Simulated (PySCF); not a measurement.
Compound: CH3CF2CN, C3H3F2N.
InChI=1S/C3H3F2N/c1-3(4,5)2-6/h1H3

The closed-shell ground state was solved at several levels (PySCF, density fitting, gas phase, non-relativistic). Geometry: PBE0-D3(BJ)/def2-SVP; no solvent, vibrations or thermal averaging.

| level | basis functions | total energy (Eh) | HOMO (eV) | LUMO (eV) | gap (eV) | dipole (D) |
| --- | --- | --- | --- | --- | --- | --- |
| BHandHLYP/pcSseg-2 | 258 | -370.5090 | -11.70 | 0.81 | 12.51 | 3.40 |
| PBE0/def2-SVP | 99 | -369.8643 | -10.33 | -0.15 | 10.18 | 3.15 |
| PBE0/cc-pVTZ | 222 | -370.2804 | -10.33 | -0.26 | 10.07 | 3.24 |
| B97-D/pcSseg-2 | 258 | -370.4628 | -8.94 | -1.46 | 7.48 | 3.24 |
| HF/pcSseg-2 | 258 | -368.7990 | -13.62 | 2.46 | 16.08 | 3.51 |
| B97-2/pcSseg-2 | 258 | -370.5624 | -10.13 | -0.48 | 9.65 | 3.30 |
| B3LYP/pcSseg-2 | 258 | -370.6945 | -10.18 | -0.70 | 9.48 | 3.31 |
| mPW1PW91/pcSseg-2 | 258 | -370.5936 | -10.44 | -0.42 | 10.02 | 3.31 |
| PBE0/cc-pVDZ | 99 | -370.1660 | -10.19 | -0.02 | 10.17 | 3.11 |
| PBE0/pcSseg-0 | 60 | -369.2863 | -10.73 | -0.47 | 10.26 | 3.29 |

Task: What might PBE0/6-31G (60 basis functions) give for the same quantities?

Result: Total energy -370.0391 Eh, HOMO -10.46 eV, LUMO -0.24 eV, gap 10.22 eV, dipole 3.22 D.

Task: Over all these levels, which gives the widest orbital gap and which the narrowest?

Result: HF/pcSseg-2 (Hartree–Fock, all exact exchange) has the widest, 16.08 eV, and B97-D/pcSseg-2 (GGA) the narrowest, 7.48 eV. The two share the basis. From the narrowest to the widest the HOMO moves by -4.68 eV and the LUMO by +3.92 eV. The HOMO need not be the same orbital at Hartree–Fock and at DFT levels.

Task: How much does the basis alone move the frontier levels among the 5 PBE0 rows (the withheld one included)?

Result: The HOMO by 0.54 eV and the LUMO by 0.45 eV. By rising basis size (HOMO, LUMO in eV): pcSseg-0 -10.73, -0.47; 6-31G -10.46, -0.24; def2-SVP -10.33, -0.15; cc-pVDZ -10.19, -0.02; cc-pVTZ -10.33, -0.26.

Task: In the pcSseg-2 basis, how does the gap go with the fixed share of exact exchange?

Result: B97-D (0 %) 7.48 eV; B3LYP (20 %) 9.48 eV; B97-2 (21 %) 9.65 eV; mPW1PW91 (25 %) 10.02 eV; BHandHLYP (50 %) 12.51 eV; HF (100 %) 16.08 eV. Each rise in the share widens the gap here.

Task: How far do the dipole and the HOMO energy spread over the levels?

Result: The dipole runs from 3.11 to 3.51 D (mean 3.28 D) and the HOMO from -13.62 to -8.94 eV.

The pairwise dispersion term of B97-D wasn't added to the energies; at a given geometry it leaves orbitals and properties as they are.
